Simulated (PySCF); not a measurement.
# NaF⁻: from constants to spectrum

UHF-CCSD(T) constants of NaF⁻, ²Σ⁺ (doublet), unpaired electrons σ ↑ (PySCF, no relativity, basis sets Na def2-SVPD, F def2-SVPD; masses 22.9898 and 18.9984 u):

* ωe: 419.2 cm⁻¹
* ωexe: 3.89 cm⁻¹
* Be: 0.38922 cm⁻¹
* αe: 0.00516 cm⁻¹
* De to Na + F⁻: 2.01 eV

Q: What force constant and bond length do these constants imply?

A: Reduced mass μred = 10.402 u; k = 5.8918×10⁻⁷·μred·ωe² (u, cm⁻¹, mdyn/Å) = 1.08 mdyn/Å; Re = √(16.8576/(μred·Be)) (u, cm⁻¹, Å) = 2.041 Å.

Q: Estimate the centrifugal constant D from the Kratzer relation and find the Dunham coefficient a1.

A: D = 4Be³/ωe² = 1.34e-06 cm⁻¹; a1 = −1 − αeωe/(6Be²) = -3.38.

Correlated steps freeze 2 core orbitals. Correlated levels converge slowly with the basis: in double zeta they bind strong bonds too weakly, by up to about 1 eV, and carry superposition errors of some tenths. For an ion De counts to the pair picked by the measured ionisation energies or electron affinities, which need not be the lowest pair at this level. The state is the lowest determinant that a PBE0 search found; another state may lie lower at other levels.
